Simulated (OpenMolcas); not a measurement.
# C2H3NO (Nitrosoethylene): a line through the functionals

C2H3NO has 7 atoms, charge 0, and is taken as a singlet. As SMILES, `C=CN=O`. Geometry: relaxed at PBE0-D4/def2-TZVP. This is one conformer, not always the lowest.

The electronic atomisation energy y, in eV, basis def2-SVPD; a is the functional's share of exact exchange. Programs: OpenMolcas 26.06.

| functional | program | a | y (eV) |
| --- | --- | --- | --- |
| r2SCAN | OpenMolcas | 0 | 28.73 |
| TPSS | OpenMolcas | 0 | 29.03 |
| B3LYP | OpenMolcas | 0.2 | 28.77 |
| PBE0 | OpenMolcas | 0.25 | ? |
| BHLYP | OpenMolcas | 0.5 | 27.09 |

**Question.** Fit y = c + s·a to the known rows and predict PBE0.

**Answer.** 
1. Means of the 4 rows: a = 0.1750, y = 28.405.
2. Σ(Δa)² = 0.1675, Σ(Δa·Δy) = -0.5845, so the slope is -0.5845/0.1675 = -3.4896.
3. Intercept: 28.405 − (-3.4896) × 0.1750 = 29.016. The largest residual of the fit is 0.45.
4. PBE0: 29.016 + (-3.4896) × 0.25 = 28.14 eV.

The run gave 28.94 eV, so the prediction is off by -0.80 eV, more than the scatter of the fit. The rows mix families of semi-local functionals, which the line can't see.
